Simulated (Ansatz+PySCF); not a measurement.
Results of a calculation; reference values are marked as such.
Several solutions for singlet H₂O

```xyz
3

O     0.0000    0.0000   -0.3590
H     0.0000    2.2625    1.4360
H     0.0000   -2.2625    1.4360
```

Basis set: cc-pVDZ (spherical functions). Charge 0, multiplicity 1.

PBE0 (restricted) was run from several starts with Ansatz (development build ahead of 0.2.0) and PySCF 2.14.0.

```tsv
run	program	start	converged	energy (hartree)	<S²>
A	Ansatz	stability test followed	yes	-75.81172	0.00
B	Ansatz	search for the lowest state	yes	-75.81172	0.00
C	PySCF	program defaults	no	–	–
D	PySCF	guess minao, instabilities followed	yes	-75.81172	0.00
E	Ansatz	atomic start, no search	yes	-75.81172	0.00
```

Question: Which runs reached the lowest solution of this kind, and what is wrong with the others?

Answer: A, B, D, E reached the lowest solution found. Not converged: C. Caution: charge can spread falsely over distant fragments. Caution: an unrestricted determinant lies well below (5.02 eV lower).
